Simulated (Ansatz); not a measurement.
System: rock-salt SnTe (cubic form, which distorts at low temperature). Method: LDA (Ansatz, an electronic-structure program, PAW).

Settings: plane-wave cutoff 520 eV, 20×20×20 k mesh, scalar-relativistic PAW data made under PBE.

Computed at the level's own relaxed cell.

Elastic tensor (GPa, Voigt notation, ions relaxed):

```
  147.1     2.2     2.2     0.0     0.0     0.0
    2.2   147.1     2.2     0.0     0.0     0.0
    2.2     2.2   147.1     0.0     0.0     0.0
    0.0     0.0     0.0    18.7     0.0     0.0
    0.0     0.0     0.0     0.0    18.7     0.0
    0.0     0.0     0.0     0.0     0.0    18.7
```

Worked from these constants: the tetragonal shear constant is C′ = (C11 − C12)/2 = 72.5 GPa against C44 = 18.7 GPa, so the C44 shear is the softer. The Zener ratio C44/C′ is 0.26 (1 for an isotropic solid), and the Cauchy pressure C12 − C44 is -16.5 GPa. With C11 + 2C12 = 151.5 GPa all three Born conditions hold; they don't test modes at the zone boundary.

Measured, for comparison: elastic constant C11 109 GPa, elastic constant C12 2.1 GPa, elastic constant C44 9.69 GPa (temperature not stated, no zero-point or thermal correction; as tabulated in Oses et al. (2018), arXiv:1811.08464). Computed (rounded) less measured: elastic constant C11 +35 %, elastic constant C12 +3 %, elastic constant C44 +93 %. A static lattice is as a rule a little smaller and stiffer than an uncorrected measurement, which narrows the difference in the elastic constant C12 and would widen misses of the other sign.

Note: symmetry holds this phase in the static calculation, where it need not be a minimum.

The computed numbers hold no vibrational or temperature effects.
